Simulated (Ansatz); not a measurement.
All values below come from frozen-core CCSD(T)/cc-pVQZ // B3LYP-D3(BJ)/def2-TZVP run with Ansatz (a first-principles code).

Ansatz 0.2 input:
```yaml
crystal:
  periodic: [false, false, false]
  atoms:
    - { symbol: F, position_ang: [1.526719, -0.243401, -0.257801] }
    - { symbol: Si, position_ang: [0.0, 0.0, 0.0] }
    - { symbol: F, position_ang: [-0.337811, 1.509977, -0.249855] }
    - { symbol: F, position_ang: [-0.843148, -0.89218, -0.974521] }
    - { symbol: F, position_ang: [-0.345761, -0.374396, 1.482179] }
basis:
  gaussian: { orbitals: cc-pVQZ }
correlation:
  method: ccsd_t
```

Output:

```
Functional definition: HF
1717 factors; integrals over basis functions are off by at most 5.5e-4 eV
mean field evaluation 1: about -18696.4770 eV, gradient 4.6e1 eV
mean field evaluation 2: about -18696.5860 eV, gradient 4.6e1 eV
mean field evaluation 4: about -18699.5615 eV, gradient 1.9e0 eV
mean field evaluation 8: about -18699.5820 eV, gradient 5.6e-2 eV
mean field evaluation 16: about -18698.4798 eV, gradient 2.8e1 eV
mean field -18699.58203766 eV, -687.1969648520 hartree, gradient 2.3e-6 eV, S^2 0.000000; 0 other end points of the search recorded, 0 dependent functions left out
9 core orbitals not correlated
reference -18699.58203766 eV, -687.1969648520 hartree; 16, 16 occupied and 254, 254 virtual orbitals, 1717 factors
second order -33.04449728 eV of doubles, -0.00000000 eV of singles
cycle   1  -32.19326597 eV  change    8.5e-1 eV  update   9.9e-2
cycle   2  -32.74384709 eV  change   -5.5e-1 eV  update   2.7e-2
cycle   3  -32.86159045 eV  change   -1.2e-1 eV  update   1.2e-2
cycle   4  -32.83725511 eV  change    2.4e-2 eV  update   2.1e-3
cycle   5  -32.83537697 eV  change    1.9e-3 eV  update   7.6e-4
cycle   6  -32.83595912 eV  change   -5.8e-4 eV  update   1.8e-4
cycle   7  -32.83581442 eV  change    1.4e-4 eV  update   5.9e-5
cycle   8  -32.83577889 eV  change    3.6e-5 eV  update   1.2e-5
perturbative correction -1.01041667 eV, -0.0371321276 hartree
Total energy: -18733.42823321 eV, -688.4407895969 hartree
```

Cost: very roughly 90 core-seconds.
